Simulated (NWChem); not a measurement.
**doublet [H2S2]+ at 5 levels**

Wanted: a comparison of 5 runs (UHF/STO-3G, UHF/3-21G, UPBE/def2-TZVPP, UB3LYP/6-31G*, UB3LYP/def2-TZVPP) of doublet [H2S2]+. 

The calculation is run with NWChem 7.3.0.

## Step 1: The molecule

[H2S2]+ has 4 atoms, charge +1, and is taken as a doublet. As SMILES of the parent species, `SS`. The shape is that of a PBE0-D4/def2-TZVP optimisation. That shape belongs to the parent species and isn't relaxed for this state.

Bond lengths: S1–S2 2.046 Å, S1–H3 1.347 Å, S2–H4 1.347 Å. Angles: S1–S2–H4 98.6°, S2–S1–H3 98.6°.

## Step 2: The energy at UHF/STO-3G (run 1)

h2s2.xyz

```xyz
4

S      0.784480    -0.789210     0.166690
S      0.060220     1.121560     0.067360
H     -0.225420    -1.352590     0.856880
H     -0.619290     1.020250    -1.090950
```

h2s2.nw

```
start h2s2
memory stack 880 mb heap 220 mb global 1100 mb
charge 1

geometry noautosym nocenter noautoz
   load h2s2.xyz
end

basis spherical bse
   S library STO-3G
   H library STO-3G
end

scf
   doublet
   uhf
   thresh 1e-08
   maxiter 80
   noprint "final vectors analysis"
end

task scf energy
```

The run is started by

```console
$ nwchem h2s2.nw > h2s2.out
```

Output:

```text
[...]
  functions       =    20
[...]
  wavefunction    = UHF
[...]
         Total SCF energy =   -787.257353662206
      One electron energy =  -1252.914086825838
      Two electron energy =    380.213583592572
 Nuclear repulsion energy =     85.443149571059
                       Sz =      0.5000
                 Sz(Sz+1) =      0.7500
                      S^2 =      0.7613
[...]
```

Wall time 2.3 s (1 thread of AMD EPYC 7B13 (Zen 3), shared host); peak memory 0.099 GiB.

## Step 3: The energy at UHF/3-21G (run 2)

h2s2.xyz, as its differences from that of step 2:

```diff
@@ -1,3 +1,3 @@
 4
-
+H2S2 energy
 S      0.784480    -0.789210     0.166690
```

h2s2.nw

```
start h2s2
title "H2S2 energy"
memory 2200 mb
charge 1

geometry units angstroms noautosym nocenter noautoz
  load h2s2.xyz
end

basis spherical bse
  * library 3-21G
end

scf
  nopen 1
  uhf
  thresh 1e-08
  maxiter 80
end

task scf energy
```

The run is started by

```console
$ nwchem h2s2.nw > h2s2.out
```

Output:

```text
[...]
  functions       =    30
[...]
  wavefunction    = UHF
[...]
         Total SCF energy =   -791.886836038779
      One electron energy =  -1255.804959548407
      Two electron energy =    378.474973938569
 Nuclear repulsion energy =     85.443149571059
                       Sz =      0.5000
                 Sz(Sz+1) =      0.7500
                      S^2 =      0.7601
[...]
```

Wall time 3.3 s (1 thread of AMD EPYC 7B13 (Zen 3), shared host); peak memory 0.099 GiB.

## Step 4: The energy at UPBE/def2-TZVPP (run 3)

sp.nw

```
START sp
TITLE "H2S2 PBE"
memory stack 880 mb heap 220 mb global 1100 mb
charge 1
GEOMETRY units angstroms noautosym nocenter noautoz
S      0.784480    -0.789210     0.166690
S      0.060220     1.121560     0.067360
H     -0.225420    -1.352590     0.856880
H     -0.619290     1.020250    -1.090950
END
BASIS spherical bse
* library def2-TZVPP
END
DFT
xc xpbe96 cpbe96
mult 2
grid fine
convergence energy 1e-08
iterations 100
mulliken
print low
END
TASK dft energy
```

The run is started by

```console
$ nwchem sp.nw > sp.out
```

Output:

```text
[...]
 d= 0,ls=0.0,diis     1   -796.7901287298 -8.82D+02  4.94D-03  1.14D+00     2.4
[...]
 d= 0,ls=0.5,diis    19   -796.9102127544 -9.14D-09  4.41D-07  2.32D-09    38.4
[...]
         Total DFT energy =     -796.910212759690
      One electron energy =    -1261.514864031750
           Coulomb energy =      430.614374479040
    Exchange-Corr. energy =      -51.452872778040
 Nuclear repulsion energy =       85.443149571059
[...]
      Total Density - Mulliken Population Analysis
     ---------------------------------------------
    Atom       Charge   Shell Charges
 -----------   ------   -------------------------------------------------------
    1 S   16    15.71   2.01  0.47  1.48  1.19  0.69  4.18  1.66  0.91  2.24  0.72  0.00  0.04  0.10  0.01
    2 S   16    15.71   2.01  0.47  1.48  1.19  0.69  4.18  1.66  0.91  2.24  0.72  0.00  0.04  0.10  0.01
    3 H    1     0.79   0.23  0.45  0.06  0.01  0.04  0.00
    4 H    1     0.79   0.23  0.45  0.06  0.01  0.04  0.00
[...]
      <S2> =      0.7526 (Exact =     0.7500)
[...]
```

Run time: 41 s. Hardware: 1 thread of AMD EPYC 7B13 (Zen 3), shared host; peak memory 0.12 GiB.

Run 4 isn't shown in full; the table further down has it.

## Step 5: A single-point energy at UB3LYP/def2-TZVPP (run 5)

run.py

```python
from ase import Atoms
from ase.calculators.nwchem import NWChem

molecule = Atoms('SSHH', positions=[
    [0.784480, -0.789210, 0.166690],
    [0.060220, 1.121560, 0.067360],
    [-0.225420, -1.352590, 0.856880],
    [-0.619290, 1.020250, -1.090950],
])

calc = NWChem(
    label='h2s2',
    theory='dft',
    memory='2200 mb',
    basis='def2-TZVPP',
    basispar='spherical bse',
    charge=1,
    dft={'xc': 'b3lyp', 'mult': '2', 'grid': 'fine', 'convergence': 'energy 1e-08', 'iterations': '100', 'mulliken': None},
    task='energy',
)
molecule.calc = calc

print(f"energy = {molecule.get_potential_energy():.6f} eV")
```

The run is started by

```console
$ export ASE_NWCHEM_COMMAND="nwchem PREFIX.nwi > PREFIX.nwo"
$ python run.py
```

Output:

```text
energy = -21695.215711 eV
```

The calculator wrote h2s2.nwi:

```
title "h2s2"

permanent_dir h2s2

scratch_dir h2s2

start h2s2

geometry units angstrom nocenter noautosym noautoz
  S  7.8447999999999996e-01 -7.8920999999999997e-01 1.6669000000000000e-01
  S  6.0220000000000003e-02 1.1215599999999999e+00 6.7360000000000003e-02
  H  -2.2542000000000001e-01 -1.3525900000000000e+00 8.5687999999999998e-01
  H  -6.1929000000000001e-01 1.0202500000000001e+00 -1.0909500000000001e+00
end

charge 1

memory 2200 mb

basis spherical bse noprint
   * library def2-TZVPP
end

dft
  xc b3lyp
  mult 2
  grid fine
  convergence energy 1e-08
  iterations 100
  mulliken
end

task dft energy
```

h2s2.nwo:

```text
Northwest Computational Chemistry Package (NWChem) 7.3.0
             --------------------------------------------------------

           Job information
           ---------------

    nwchem branch   = 7.3.0
    use scalapack   = T
    input           = h2s2.nwi
    prefix          = h2s2.
    data base       = h2s2/h2s2.db
    status          = startup
    nproc           =        1

           Memory information
           ------------------

    heap     =     72089600 doubles =      550.0 Mbytes
    stack    =     72089597 doubles =      550.0 Mbytes
    global   =    144179200 doubles =     1100.0 Mbytes (distinct from heap & stack)
    total    =    288358397 doubles =     2200.0 Mbytes
    verify   = yes
    hardfail = no

[... 89 lines left out ...]
  convergence criterion.
[... 17 lines left out ...]
          Convergence on gradient requested:  5.00D-04
[... 25 lines left out ...]
          Convergence aids based upon iterative change in
[... 30 lines left out ...]
 1-e energy   =   -1232.564430
[... 51 lines left out ...]
         Total DFT energy =     -797.284478311528
[... 2 lines left out ...]
    Exchange-Corr. energy =      -51.839891388164
[... 798 lines left out ...]
                     DFT Final Beta Molecular Orbital Analysis
[... 891 lines left out ...]
 center of mass
 --------------
 x =   0.74934600 y =   0.29483306 z =   0.20762876

 moments of inertia (a.u.)
 ------------------
         227.103162595267          78.725418992811          -6.867099917439
          78.725418992811          42.976331218068          18.609253094007
          -6.867099917439          18.609253094007         254.533640183440

     Multipole analysis of the density
     ---------------------------------

     L   x y z        total         alpha         beta         nuclear
     -   - - -        -----         -----         ----         -------
     0   0 0 0      1.000000    -17.000000    -16.000000     34.000000

     1   1 0 0      0.110964    -12.180673    -11.652117     23.943754
[... 8 lines of this table left out ...]
     2   0 0 2    -15.858695    -13.334153    -11.243589      8.719047

 Task  times  cpu:       23.8s     wall:       23.8s
 Total times  cpu:       23.8s     wall:       23.8s
```

Wall time 25 s (1 thread of AMD EPYC 7B13 (Zen 3), shared host); peak memory 0.12 GiB.

## Step 6: Overview of the runs

```
run                                level  iteration cap  module  energy (Eh)   ⟨S²⟩  wall time
  1                           UHF/STO-3G             80     scf  -787.257354  0.761      2.3 s
  2                            UHF/3-21G             80     scf  -791.886836  0.760      3.3 s
  3                      UPBE/def2-TZVPP            100     dft  -796.910213  0.753       41 s
  4  UB3LYP/6-31G* (Cartesian functions)            100     dft  -797.203991  0.754       11 s
  5                    UB3LYP/def2-TZVPP            100     dft  -797.284478  0.756       25 s
```

## Step 7: Summary of results

```
                                 quantity          value
                      run 5: total energy  -797.28448 Eh
run 5: HOMO energy (highest over α and β)      -14.10 eV
 run 5: LUMO energy (lowest over α and β)      -12.57 eV
                              run 5: ⟨S²⟩          0.756
```

Totals of different functionals can't be ranked against each other. In run 1 the basis is minimal, so the values are rough. All runs together took 83 s, the longest 41 s.
